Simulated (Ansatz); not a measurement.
Reaction (substitution at a C–C bond): `C=C(F)C(F)F` + HCl → `FC(F)Cl` + `C=CF`

Program: Ansatz. Geometries: PBE0-D4/def2-TZVP. ΔE: electronic, gas phase. CCSD(T)/CBS is the MP2 limit (def2-TZVPP, def2-QZVPP) plus CCSD(T) − MP2 in def2-TZVPP, frozen cores. This one scheme is used for every species. DFT in def2-TZVPP. Each species was taken in one conformer, which may not be the lowest.

```tsv
level	ΔE (kJ/mol)
r2SCANh-D4	28.3
SCS-MP2/def2-QZVPP	30.7
```

Task: What does CCSD(T)/CBS give? (Estimate.)

Result: Computed: +32.4 kJ/mol. The listed levels differ from it by -4.1, -1.7 kJ/mol.

Task: What do rigid-rotor, harmonic-oscillator terms from PBE0-D4/def2-TZVP frequencies (298.15 K, 1 bar) make of the CCSD(T)/CBS value? (Best estimate.)

Result: Computed: ΔZPE = +7.5 kJ/mol, ΔH = +37.5 kJ/mol, ΔS = 25 J/(mol·K), ΔG = +29.9 kJ/mol.

Largest T1 diagnostic among the species: 0.012.

From r2SCAN to r2SCAN0 (25 % exact exchange), in def2-TZVPP and without D4, ΔE moves by +3.3 kJ/mol. Leaving LDA and LC-ωPBE aside and taking each functional with its dispersion term where it has one, the values, not all of them listed here, spread over 10.6 kJ/mol, from revPBE-D4 to BHLYP-D4. LDA lies +9.5 kJ/mol from PBE without D4.
